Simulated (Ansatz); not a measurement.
A made-up structure of AlSiH2O, doublet:

```tsv
atom	x (Å)	y (Å)	z (Å)
O1	0.5246	-0.3596	0.6133
Al2	-0.0724	0.1831	-0.8064
Si3	1.2185	-0.9515	2.0533
H4	-1.3689	-0.5380	-1.1373
H5	-0.3285	1.6793	-0.7273
```

It is relaxed with PBE-D4/def2-SVP and then PBE0-D4/def2-TZVP (Ansatz 0.2.0). Atoms count as bonded within 1.22 times the sum of their covalent radii (H–H: 0.88 Å). The end point is not checked to be a true minimum.

Task: Does its bonding change? (A judgement: the text doesn't fix the answer.)

Result: By the calculation: No: no bond forms or breaks.

Where it ends: The first stage lowers the energy by 0.88 eV in 5 steps. It ends as AlSiH₂O ([AlH2][O][Si]):
O1  (0.501, -0.374, 0.753)
Al2  (-0.375, 0.278, -0.551)
Si3  (1.338, -0.997, 1.999)
H4  (-1.333, -0.699, -1.334)
H5  (-0.157, 1.807, -0.871)
(Å)

Labels in which every atom is bracketed show which atoms are joined, not bond orders.

For scale, one of the runs: PBE0-D4/def2-TZVP relaxation, 117 basis functions, launched by `ansatz run in.yaml --threads 2 --pin off --events-out ev --progress --plain --max-ram 4352MiB`. The run took about 23 s on 2 CPU threads of an Arm Neoverse V2 (shared host).
